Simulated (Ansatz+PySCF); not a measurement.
Results of a calculation; reference values are marked as such.
Several solutions for doublet H3O

```xyz
4

O     0.0000    0.0000   -0.2387
H     0.0000    0.0000    1.9095
H    30.0000    0.0000   -0.5707
H    30.0000    0.0000    0.5707
```

Basis set: 6-31G (spherical functions). Charge 0, multiplicity 2.

CASSCF(3,3) was run from several starts with Ansatz (development build ahead of 0.2.0) and PySCF 2.14.0. The starts are those of the Hartree–Fock orbitals from which the active space was taken at the frontier.

```tsv
run	program	start	converged	energy (hartree)	<S²>
A	Ansatz	search for the lowest state	yes	-76.35072	0.75
B	Ansatz	atomic start, no search	yes	-76.21427	0.75
C	Ansatz	stability test followed	yes	-76.24196	0.75
D	PySCF	program defaults	yes	-76.35072	0.75
```

Task: Which runs reached the lowest solution of this kind, and what is wrong with the others?

Result: A, D reached the lowest solution found. Converged but too high: B by 3.71 eV, C by 2.96 eV. Convergence only shows a stationary point; in CASSCF the end hangs on which orbitals enter the active space. Caution: other starts end on other solutions of this active space.
